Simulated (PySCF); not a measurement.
# One shape, several levels: SiH2O2 (SMILES O[Si]O)

Aim: a comparison of 6 runs (HF/STO-3G, HF/3-21G, B3LYP/6-31G*, B2PLYP/aug-cc-pVDZ, wB97M-V/aug-cc-pVDZ, SCS-MP2/aug-cc-pVDZ) of SiH2O2. The job is set up through a Python script.

Program for the calculation: PySCF 2.14.0.

1 further run of the same task is left out (set aside as unsound or not needed).

**1. Starting point**

SiH2O2: 5 atoms, total charge 0, spin state singlet. As SMILES, `O[Si]O`. The coordinates come from a PBE0-D4/def2-TZVP relaxation. This is one conformer, not always the lowest.

Bond lengths: O1–Si2 1.642 Å, Si2–O3 1.663 Å, O1–H4 0.964 Å, O3–H5 0.960 Å. Angles: O1–Si2–O3 99.4°, Si2–O1–H4 117.5°, Si2–O3–H5 116.1°.

**2. The energy at HF/STO-3G (run 1)**

Contents of input.py:

```python
from pyscf import gto

system = gto.Mole()
system.atom = '''
O     -1.443200    -0.105600    -0.275000
Si    -0.212000    -0.791300     0.567700
O      1.036000     0.187500     0.068600
H     -1.231900     0.648900    -0.836100
H      1.901100    -0.013100     0.433400
'''
system.verbose = 3
system.basis = 'sto-3g'
system.max_memory = 1860
system.build()

mf = system.RHF()
mf.conv_tol = 1e-10
mf.kernel()
if not mf.converged:
    mf = mf.newton().run(mf.mo_coeff, mf.mo_occ)

etot = mf.e_tot
print(f'total energy: {etot:.8f} hartree')
```

Launch:

```sh
$ OMP_NUM_THREADS=1 python input.py
```

Output:

```text
converged SCF energy = -434.449597809584
total energy: -434.44959781 hartree
```

Run time: 0.95 s. Hardware: 1 thread of Intel Xeon at 2.70GHz, shared host; peak memory 0.12 GiB.

**3. A single-point energy at HF/3-21G (run 2)**

Contents of calc.py:

```python
from pyscf import gto

mol = gto.M(
    atom='''
O     -2.727253    -0.199555    -0.519675
Si    -0.400622    -1.495340     1.072798
O      1.957756     0.354324     0.129635
H     -2.327954     1.226243    -1.580000
H      3.592558    -0.024755     0.819007
''',
    basis='3-21g',
    verbose=3,
    unit='bohr',
    max_memory=1860,
    charge=0,
)

calc0 = mol.RHF()
calc0.conv_tol = 1e-10
calc0.kernel()
if not calc0.converged:
    calc0 = calc0.newton().run(calc0.mo_coeff, calc0.mo_occ)

etot = calc0.e_tot
print(f'total energy: {etot:.8f} hartree')
```

Launch:

```sh
$ OMP_NUM_THREADS=1 python calc.py
```

Output:

```text
converged SCF energy = -437.522534223812
total energy: -437.52253422 hartree
```

Wall time 0.89 s (1 thread of Intel Xeon at 2.70GHz, shared host); peak memory 0.12 GiB.

Runs 3 to 5 aren't shown in full; the table further down has their settings and results.

**4. A single-point energy at SCS-MP2/aug-cc-pVDZ (run 6)**

Contents of mol.xyz:

```xyz
5
H2O2Si
O     -1.443200    -0.105600    -0.275000
Si    -0.212000    -0.791300     0.567700
O      1.036000     0.187500     0.068600
H     -1.231900     0.648900    -0.836100
H      1.901100    -0.013100     0.433400
```

Contents of input.py:

```python
from pyscf import gto, mp

system = gto.Mole()
system.atom = 'mol.xyz'
system.spin = 0
system.basis = 'aug-cc-pvdz'
system.max_memory = 1860
system.verbose = 3
system.build()

hf = system.RHF()
hf.conv_tol = 1e-10
hf.kernel()
if not hf.converged:
    hf = hf.newton().run(hf.mo_coeff, hf.mo_occ)

pt = mp.MP2(hf, frozen=7).run()
e_tot = hf.e_tot + 1.2 * pt.e_corr_os + pt.e_corr_ss / 3
print('Final energy', e_tot)
```

Launch:

```sh
$ OMP_NUM_THREADS=1 python input.py
```

Output:

```text
converged SCF energy = -439.909201390133
E(RMP2) = -440.401612347182  E_corr = -0.492410957048939
E(SCS-RMP2) = -440.388583164109  E_corr = -0.479381773975655
Final energy -440.3885831641089
```

Wall time 2.2 s (1 thread of Intel Xeon at 2.70GHz, shared host); peak memory 0.21 GiB.

**5. The series**

| run | level | integration grid | frozen core orbitals | energy (Eh) | dipole moment (D) of the reference | HOMO energy (eV) | LUMO energy (eV) | wall time |
| --- | --- | --- | --- | --- | --- | --- | --- | --- |
| 1 | HF/STO-3G | – | – | -434.449598 | 1.50 | -6.43 | 7.59 | 0.95 s |
| 2 | HF/3-21G | – | – | -437.522534 | 2.15 | -9.59 | 2.35 | 0.89 s |
| 3 | B3LYP/6-31G* (spherical functions) | 5 | – | -441.184875 | 2.00 | -6.71 | -1.00 | 7.8 s |
| 4 | B2PLYP/aug-cc-pVDZ | 5 | 7 | -440.987349 | 1.79 | -8.17 | -0.20 | 15 s |
| 5 | wB97M-V/aug-cc-pVDZ | 5 | – | -441.172893 | 1.75 | -9.37 | 0.39 | 57 s |
| 6 | SCS-MP2/aug-cc-pVDZ | – | 7 | -440.388583 | 1.86 | -9.75 | 1.00 | 2.2 s |

**6. What came out**

| quantity | value |
| --- | --- |
| run 6: total energy | -440.38858 Eh |
| run 6: dipole moment (Hartree–Fock density) | 1.86 D |
| run 6: HOMO energy (Hartree–Fock orbitals) | -9.75 eV |
| run 6: LUMO energy (Hartree–Fock orbitals) | 1.00 eV |
| run 6: HOMO–LUMO gap (Hartree–Fock orbitals) | 10.75 eV |
| run 6: correlation energy (7 core orbitals frozen) | -479.4 mEh |

What this shows: Over runs 1, 2, 3, 4, 5 the dipole moment (its size) runs from 1.50 D (HF/STO-3G) to 2.15 D (HF/3-21G). Over runs 1, 2, 3, 4, 5 the HOMO–LUMO gap runs from 5.72 eV (B3LYP/6-31G*) to 14.02 eV (HF/STO-3G). The two ends differ in method and basis. Totals of different functionals can't be ranked against each other. In run 1 the basis is minimal, so the values are rough. All runs together took 84 s, the longest 57 s.
